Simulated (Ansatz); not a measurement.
We consider cubic perovskite SrTiO3 (cubic form, which distorts at low temperature), described by PBEsol in Ansatz (plane waves, PAW).

Settings: plane-wave cutoff 520 eV, 10×10×10 k mesh, Fermi–Dirac smearing 0.01 eV, no spin polarisation, scalar-relativistic PAW data made under PBE.

The cell has the measured lattice: a = b = c = 3.905 Å, α = β = γ = 90.00°.

### Question
Estimate the band gap and smallest direct gap on the k points sampled that the calculation returns.

### Answer

band gap: 1.83 eV
smallest direct gap on the k points sampled: 2.18 eV

Measured, for comparison: band gap 3.59 eV (zero-point renormalisation of 336 meV (experimental, the table's column) added back here, indirect; inputs from Miglio et al. (2020), arXiv:2011.12765).

Note: cell and atoms aren't relaxed at this level (pressure -1.9 GPa).

Spin–orbit coupling is not included.

Computed values are for the static lattice.

Ansatz is a quantum-chemistry and plane-wave program.
